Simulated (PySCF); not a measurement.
Species: C5H8Cl (doublet state).
Z-matrix (Å and degrees, GFN2-xTB geometry), rows numbered from 1:
```
C 
C   1  1.4557
C   2  1.5530  1  114.92
C   3  1.5344  2   90.71  1  -104.58
C   4  1.5258  3   89.33  2   -13.04
Cl  5  1.7706  2  117.00  1   -16.49
H   1  1.0729  2  120.12  3    35.28
H   1  1.0720  2  120.96  3  -153.37
H   2  1.0914  1  110.69  3   132.56
H   3  1.0868  2  114.50  1    14.26
H   3  1.0871  2  112.36  1   139.86
H   4  1.0873  3  112.64  2   100.74
H   4  1.0879  3  116.98  2  -131.54
H   5  1.0896  2  112.12  1  -140.32
```

The hyperfine couplings belong to this conformer and change with its torsions.

As a line formula: `[CH2][C@@H]1CC[C@@H]1Cl` [radical].

Theory: PySCF, UKS B3LYP, pcH-1 on C Cl H, non-relativistic, mean-field spin-orbit, GIAO. The structure is a single GFN2-xTB conformer in the gas phase; no vibrational or solvent corrections. A GFN2-xTB geometry isn't a minimum of the functional, and hyperfine couplings can be far from their values at a DFT geometry. No stability test was run, so a lower SCF solution isn't excluded.

The largest Mulliken spin populations are on C1 (+1.06), C2 (-0.09) and C5 (+0.08). C1 is the only atom above +0.15. The positive populations add up to 1.19 and the negative ones to -0.19, together 2S = 1. The angles at C1 add up to 359.4°, so it is planar; its axial dipolar tensor and the negative couplings of its protons fit spin in a p orbital normal to that plane.

McConnell's relation a(H) = Q·ρ ties the coupling of a proton on a planar π carbon to the spin population of that carbon. What Q do the computed values give?

| H | C | ρ(C) | a(H) (G) | a/ρ (G) |
| --- | --- | --- | --- | --- |
| H7 | C1 | +1.061 | -21.49 | -20.3 |
| H8 | C1 | +1.061 | -22.05 | -20.8 |

These protons share one ρ (within 0.01), so their mean ratio, Q = -20.5 G, is no test of linearity.

Couplings in gauss use g_iso = 2.0028.

Hardware: Arm Neoverse V2, one thread, no GPU (shared host). Cost: 53 s wall (grids of density and orbitals included), 0.98 GiB resident at most.
